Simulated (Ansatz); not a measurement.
# C3H6O2: the cost of one run

Method: the levels named in each step, in Ansatz 0.2.0.

## Step 1: The system as given

Bond lengths: C1–O2 1.421 Å, O2–C3 1.341 Å, C3–C4 1.505 Å, C3–O5 1.201 Å, C1–H6 1.093 Å, C1–H7 1.087 Å, C1–H8 1.091 Å, C4–H9 1.085 Å, C4–H10 1.086 Å, C4–H11 1.088 Å. Angles (14 of 16 angles, heavy atoms first): C1–O2–C3 116.2°, O2–C3–C4 110.9°, O2–C3–O5 123.4°, C4–C3–O5 125.7°, O2–C1–H6 110.3°, O2–C1–H7 106.3°, O2–C1–H8 110.3°, C3–C4–H9 109.7°, C3–C4–H10 109.5°, C3–C4–H11 109.3°, H6–C1–H7 110.6°, H6–C1–H8 108.7°, H7–C1–H8 110.6°, H9–C4–H10 110.4°.

As a file:

```xyz
11

C     1.8136    0.3008    0.3688
O     0.4580    0.1856    0.7778
C    -0.4297   -0.0882   -0.1888
C    -1.8229   -0.1805    0.3731
O    -0.1282   -0.2343   -1.3424
H     1.9214    1.1033   -0.3649
H     2.3852    0.5232    1.2660
H     2.1529   -0.6330   -0.0818
H    -2.5235   -0.4098   -0.4233
H    -2.0846    0.7597    0.8485
H    -1.8550   -0.9625    1.1293
```

## Step 2: A rough first relaxation, PBE-D4/def2-SVP

This run stands in another session on the same molecule. It ended at:

```xyz
11

C     1.8228    0.3024    0.3689
O     0.4612    0.1900    0.7964
C    -0.4339   -0.0889   -0.1900
C    -1.8336   -0.1846    0.3712
O    -0.1181   -0.2356   -1.3545
H     1.9396    1.1129   -0.3794
H     2.4127    0.5289    1.2753
H     2.1743   -0.6427   -0.0934
H    -2.5426   -0.4125   -0.4431
H    -2.1142    0.7682    0.8630
H    -1.8809   -0.9739    1.1478
```

## Step 3: Relaxation, HF/STO-3G

input.yaml reads:

```yaml
crystal:
  periodic: [false, false, false]
  atoms:
    - { symbol: C, position_ang: [1.82278721, 0.30243925, 0.36888653] }
    - { symbol: O, position_ang: [0.46116382, 0.19002177, 0.79637863] }
    - { symbol: C, position_ang: [-0.43385371, -0.08892596, -0.18999041] }
    - { symbol: C, position_ang: [-1.83362747, -0.1846348, 0.37119369] }
    - { symbol: O, position_ang: [-0.11809717, -0.23556161, -1.3544879] }
    - { symbol: H, position_ang: [1.93962782, 1.11293131, -0.37943695] }
    - { symbol: H, position_ang: [2.41267543, 0.52892202, 1.27529393] }
    - { symbol: H, position_ang: [2.17433053, -0.64271093, -0.09339688] }
    - { symbol: H, position_ang: [-2.54259806, -0.41249451, -0.44311746] }
    - { symbol: H, position_ang: [-2.1141891, 0.76817276, 0.86297894] }
    - { symbol: H, position_ang: [-1.8808993, -0.9739293, 1.14776788] }
basis:
  gaussian: { orbitals: STO-3G }
hamiltonian:
  xc: hf
relax:
  f_tol: 0.002
  max_steps: 150
```

Launch:

```console
$ ansatz run input.yaml --threads 4 --pin off --max-ram 10240MiB --backend cpu --events-out ev --progress --plain --runs-dir out
```

Q: Estimate wall time and peak memory on 4 threads of Intel Xeon at 2.50GHz (Skylake/Cascade Lake), shared host.

About 5.1 s, with a peak of 0.099 GiB.
